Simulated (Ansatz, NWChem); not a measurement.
Exact exchange and the electronic atomisation energy of C2H8Si (dimethylsilane)

C2H8Si has 11 atoms, charge 0, and is taken as a singlet. SMILES: `C[SiH2]C`. The shape is that of a PBE0-D4/def2-TZVP optimisation.

The electronic atomisation energy y, in eV, basis def2-SVP; a is the functional's share of exact exchange. Programs: Ansatz 0.2.0, NWChem 7.3.0.

```
functional  program     a  y (eV)
    r2SCAN   Ansatz     0   40.38
      TPSS   NWChem     0   40.76
     B3LYP   Ansatz   0.2       ?
      PBE0   Ansatz  0.25   40.24
   r2SCAN0   Ansatz  0.25   40.20
     BHLYP   Ansatz   0.5   39.70
```

Question: Fit y = c + s·a to the known rows and predict B3LYP.

Answer: 
1. Means of the 5 rows: a = 0.2000, y = 40.256.
2. Σ(Δa)² = 0.175, Σ(Δa·Δy) = -0.296, so the slope is -0.296/0.175 = -1.6914.
3. Intercept: 40.256 − (-1.6914) × 0.2000 = 40.594. The largest residual of the fit is 0.21.
4. B3LYP: 40.594 + (-1.6914) × 0.2 = 40.26 eV.

The run gave 40.11 eV, so the prediction is off by +0.15 eV, within the scatter of the fit. The rows mix families of semi-local functionals, which the line can't see.
